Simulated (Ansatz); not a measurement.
Compare A (`COCN=C=N`) with its isomer B (`CN(C=N)C=O`).

Computed with Ansatz on PBE0-D4/def2-TZVP structures; ΔE is electronic, products minus reactants. CBS: MP2 limit from def2 TZ/QZ plus the TZ coupled-cluster correction, frozen cores. Functionals use def2-TZVPP. One conformer a species, not always the lowest.

Task: Which is lower in electronic energy at CCSD(T)/CBS, and by how much? (Best estimate.)

Result: The calculation gave: B, by 113.1 kJ/mol.

Task: Give E(B) − E(A) in kJ/mol with PBE-D4, r2SCAN-D4, MP2/def2-TZVPP, CCSD(T)/def2-TZVPP, ωB97M-V, B2PLYP, HF/def2-TZVPP. (Best estimate.)

Result: The calculation gave: PBE-D4 -108.3, r2SCAN-D4 -106.8, MP2/def2-TZVPP -110.9, CCSD(T)/def2-TZVPP -112.4, ωB97M-V -110.3, B2PLYP -106.0, HF/def2-TZVPP -107.6. None reverses the order clearly.

Largest T1 diagnostic: 0.015.

From PBE to PBE0 (25 % exact exchange), in def2-TZVPP and without D4, E(B) − E(A) moves by −3.1 kJ/mol. In def2-TZVPP, CCSD(T) changes the Hartree–Fock value by −4.8 kJ/mol (the triples alone add −0.1 kJ/mol) and MP2 by −3.3 kJ/mol.
